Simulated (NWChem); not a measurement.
Program: NWChem. System: C$_{2}$H$_{5}$O, charge 1, spin multiplicity 3, at the geometry of a parent with another charge or spin, in a state set for the comparison that need not be this species' ground state. Its SCF solution wasn't tested for a lower state. Level: ULDA (SVWN5)/def2-SVPD.

Output (cleaned and shortened):

```
             Northwest Computational Chemistry Package (NWChem) 7.3.0
             --------------------------------------------------------

                                NWChem Input Module
                                -------------------

 Scaling coordinates for geometry "geometry" by  1.889725989
 (inverse scale =  0.529177249)

 Turning off AUTOSYM since
 SYMMETRY directive was detected!

                             Geometry "geometry" -> ""
                             -------------------------

 Output coordinates in angstroms (scale by  1.889725989 to convert to a.u.)

  No.       Tag          Charge          X              Y              Z
 ---- ---------------- ---------- -------------- -------------- --------------
    1 C                    6.0000    -1.18387800     0.25296300     0.00000000
    2 C                    6.0000     0.34207900     0.35703600     0.00000000
    3 O                    8.0000     1.04493400    -0.78908200     0.00000000
    4 H                    1.0000    -1.66005000     1.25491500     0.00000000
    5 H                    1.0000    -1.53277900    -0.29992200    -0.89529700
    6 H                    1.0000    -1.53277900    -0.29992200     0.89529700
    7 H                    1.0000     0.70846100     0.99879500     0.86063200
    8 H                    1.0000     0.70846100     0.99879500    -0.86063200

 Effective nuclear repulsion energy (a.u.)      73.9619805690

            Nuclear Dipole moment (a.u.)
            ----------------------------
        X                 Y               Z
 ---------------- ---------------- ----------------
    -0.0000151178    -0.0000018897     0.0000000000

      Symmetry information
      --------------------

 Group name             Cs
 Group number              2
 Group order               2
 No. of unique centers     6

      Symmetry unique atoms

     1    2    3    4    5    7


 Summary of "ao basis" -> "" (spherical)
 ------------------------------------------------------------------------------
       Tag                 Description            Shells   Functions and Types
 ---------------- ------------------------------  ------  ---------------------
 *                         def2-svpd                  on all atoms

                                 NWChem DFT Module
                                 -----------------

 Summary of "ao basis" -> "ao basis" (spherical)
 ------------------------------------------------------------------------------
       Tag                 Description            Shells   Functions and Types
 ---------------- ------------------------------  ------  ---------------------
 C                         def2-svpd                 8       20   4s2p2d
 O                         def2-svpd                 9       23   4s3p2d
 H                         def2-svpd                 4        8   2s2p

 Summary of "ao basis" -> "ao basis" (spherical)
 ------------------------------------------------------------------------------
       Tag                 Description            Shells   Functions and Types
 ---------------- ------------------------------  ------  ---------------------
 C                         def2-svpd                 8       20   4s2p2d
 O                         def2-svpd                 9       23   4s3p2d
 H                         def2-svpd                 4        8   2s2p

      Symmetry analysis of basis
      --------------------------

        a'         66
        a"         37

            General Information
            -------------------
          SCF calculation type: DFT
          Wavefunction type:  spin polarized.
          No. of atoms     :     8
          No. of electrons :    24
           Alpha electrons :    13
            Beta electrons :    11
          Charge           :     1
          Spin multiplicity:     3
          Use of symmetry is: on ; symmetry adaption is: on
          Maximum number of iterations: 100
          AO basis - number of functions:   103
                     number of shells:    45
          Convergence on energy requested:  1.00D-06
          Convergence on density requested:  1.00D-05
          Convergence on gradient requested:  5.00D-04

              XC Information
[...]
              MO Center= -2.4D-01, -8.6D-02, -1.5D-15, r^2= 2.2D+00
   Bfn.  Coefficient  Atom+Function         Bfn.  Coefficient  Atom+Function
  ----- ------------  ---------------      ----- ------------  ---------------
    25      0.368029  2 C  px                46      0.353578  3 O  py
     5     -0.327450  1 C  px                49      0.185305  3 O  py
    28      0.142576  2 C  px                64      0.134589  4 H  s
    72      0.125025  5 H  s                 80      0.125025  6 H  s
    43     -0.115928  3 O  s                  8     -0.103662  1 C  px

 Vector   10  Occ=1.000000D+00  E=-5.884501D-01  Symmetry=a'
              MO Center= -1.1D+00,  3.8D-01,  2.2D-13, r^2= 1.8D+00
   Bfn.  Coefficient  Atom+Function         Bfn.  Coefficient  Atom+Function
  ----- ------------  ---------------      ----- ------------  ---------------
     6      0.452562  1 C  py                64      0.335698  4 H  s
    72     -0.183365  5 H  s                 80     -0.183365  6 H  s
     9      0.162248  1 C  py                45     -0.137650  3 O  px
    26     -0.111327  2 C  py                46      0.111644  3 O  py
    36     -0.098058  2 C  d -2              48     -0.098477  3 O  px

 Vector   11  Occ=1.000000D+00  E=-5.851336D-01  Symmetry=a"
              MO Center= -8.6D-01, -9.8D-02, -2.2D-13, r^2= 2.1D+00
   Bfn.  Coefficient  Atom+Function         Bfn.  Coefficient  Atom+Function
  ----- ------------  ---------------      ----- ------------  ---------------
     7      0.431036  1 C  pz                72     -0.284169  5 H  s
    80      0.284169  6 H  s                 47     -0.280898  3 O  pz
    50     -0.187111  3 O  pz                10      0.159582  1 C  pz
    39      0.112812  2 C  d  1              27     -0.088887  2 C  pz
    89      0.062011  7 H  s                 97     -0.062011  8 H  s

 Vector   12  Occ=0.000000D+00  E=-5.213327D-01  Symmetry=a'
              MO Center=  6.1D-01, -3.8D-01,  1.5D-15, r^2= 1.7D+00
   Bfn.  Coefficient  Atom+Function         Bfn.  Coefficient  Atom+Function
  ----- ------------  ---------------      ----- ------------  ---------------
    45      0.493918  3 O  px                48      0.331759  3 O  px
    46      0.311183  3 O  py                 5      0.261225  1 C  px
    49      0.202754  3 O  py                25     -0.190413  2 C  px
     8      0.146591  1 C  px                88     -0.130445  7 H  s
    96     -0.130445  8 H  s                 24     -0.101537  2 C  s

 Vector   13  Occ=0.000000D+00  E=-5.065023D-01  Symmetry=a"
              MO Center=  6.9D-01, -1.6D-01, -5.3D-16, r^2= 1.9D+00
   Bfn.  Coefficient  Atom+Function         Bfn.  Coefficient  Atom+Function
  ----- ------------  ---------------      ----- ------------  ---------------
    47      0.537480  3 O  pz                50      0.357144  3 O  pz
    27     -0.256797  2 C  pz                88     -0.253026  7 H  s
    96      0.253026  8 H  s                 89     -0.116132  7 H  s
    97      0.116132  8 H  s                  7      0.114690  1 C  pz
    72     -0.103808  5 H  s                 80      0.103808  6 H  s

 Vector   14  Occ=0.000000D+00  E=-1.942619D-01  Symmetry=a'
              MO Center=  3.4D-01,  7.8D-01, -4.9D-14, r^2= 5.2D+00
   Bfn.  Coefficient  Atom+Function         Bfn.  Coefficient  Atom+Function
  ----- ------------  ---------------      ----- ------------  ---------------
    24      2.441463  2 C  s                 44     -0.758972  3 O  s
    73     -0.343285  5 H  s                 81     -0.343285  6 H  s
    89     -0.332587  7 H  s                 97     -0.332587  8 H  s
     4      0.330738  1 C  s                 22     -0.314647  2 C  s
     3      0.311928  1 C  s                 26     -0.289862  2 C  py

   alpha - beta orbital overlaps
   -----------------------------

   alpha      1      2      3      4      5      6      7      8      9     10
    beta      1      2      3      4      5      6      7      8      9     11
 overlap   1.000  1.000  1.000  0.998  0.994  0.991  0.982  0.988  0.962  0.888

   alpha     11     12     13     14     15     16     17     18     19     20
    beta     10     12     13     14     15     16     17     18     19     20
 overlap   0.939  0.908  0.899  0.996  0.996  0.941  0.943  0.994  0.996  0.994

   alpha     21     22     23     24     25     26     27     28     29     30
    beta     21     22     23     24     25     26     27     28     29     30
 overlap   0.995  0.993  0.987  0.996  0.986  0.990  0.999  0.983  0.991  0.992

   alpha     31     32     33     34     35     36     37     38     39     40
    beta     31     32     33     34     35     36     37     38     39     40
 overlap   0.996  0.997  0.995  0.996  0.999  0.999  0.998  1.000  0.999  0.999

   alpha     41     42     43     44     45     46     47     48     49     50
    beta     41     42     43     44     45     46     47     48     49     50
 overlap   0.999  0.999  0.994  0.993  0.995  0.989  0.999  0.988  0.995  0.997

   alpha     51     52     53     54     55     56     57     58     59     60
    beta     51     52     53     54     55     56     57     58     59     60
 overlap   0.998  0.999  0.999  0.999  0.999  0.999  0.997  0.999  0.994  0.998

   alpha     61     62     63     64     65     66     67     68     69     70
    beta     61     62     63     64     65     66     67     68     69     70
 overlap   0.994  0.998  0.999  0.998  0.999  0.997  0.997  0.997  0.997  0.999

   alpha     71     72     73     74     75     76     77     78     79     80
    beta     71     73     72     74     75     76     77     78     79     80
 overlap   0.936  0.996  0.937  0.999  0.998  1.000  0.995  0.998  0.990  0.992

   alpha     81     82     83     84     85     86     87     88     89     90
    beta     81     82     83     85     84     86     87     88     89     90
 overlap   0.997  0.996  0.826  0.825  0.996  0.998  0.997  0.996  0.999  0.997

   alpha     91     92     93     94     95     96     97     98     99    100
    beta     91     92     93     95     96     94     97     98     99    100
 overlap   0.999  0.999  0.998  0.996  0.919  0.922  0.990  0.989  0.984  0.992

   alpha    101    102    103
    beta    101    102    103
 overlap   0.991  0.985  1.000

     --------------------------
     Expectation value of S2:
     --------------------------
      <S2> =      2.0043 (Exact =     2.0000)

 center of mass
 --------------
 x =   0.13752938 y =  -0.11027196 z =   0.00000000

 moments of inertia (a.u.)
 ------------------
          67.819293084535          53.108493430181           0.000000000000
          53.108493430181         168.134159160093           0.000000000000
           0.000000000000           0.000000000000         213.751256677159

     Multipole analysis of the density
     ---------------------------------

     L   x y z        total         alpha         beta         nuclear
     -   - - -        -----         -----         ----         -------
     0   0 0 0      1.000000    -13.000000    -11.000000     25.000000

     1   1 0 0     -0.182703     -1.360955      1.178266     -0.000015
     1   0 1 0      0.866937      0.970899     -0.103960     -0.000002
     1   0 0 1     -0.000000     -0.000000     -0.000000      0.000000

     2   2 0 0     -8.375801    -55.212932    -47.099824     93.936955
     2   1 1 0      0.641624     14.970350     12.129092    -26.457817
     2   1 0 1     -0.000000     -0.000000     -0.000000      0.000000
     2   0 2 0    -10.437760    -25.580395    -20.139102     35.281737
     2   0 1 1     -0.000000      0.000000     -0.000000      0.000000
     2   0 0 2    -10.956744    -12.132246     -9.839404     11.014906

 Task  times  cpu:       10.2s     wall:       10.2s

 Total times  cpu:       10.3s     wall:       10.3s
```

Q: Write an NWChem input that would produce this output.

A: Several could match; the one computed here: 
```
start mol
memory heap 200 mb stack 900 mb global 1100 mb
charge 1
geometry units angstroms nocenter noautoz
  C     -1.183878     0.252963     0.000000
  C      0.342079     0.357036     0.000000
  O      1.044934    -0.789082     0.000000
  H     -1.660050     1.254915     0.000000
  H     -1.532779    -0.299922    -0.895297
  H     -1.532779    -0.299922     0.895297
  H      0.708461     0.998795     0.860632
  H      0.708461     0.998795    -0.860632
  symmetry group Cs
end
basis spherical
  * library def2-svpd
end
dft
  xc slater vwn_5
  odft
  mult 3
  semidirect memsize 60000000 filesize 0
  iterations 100
end
task dft energy
```
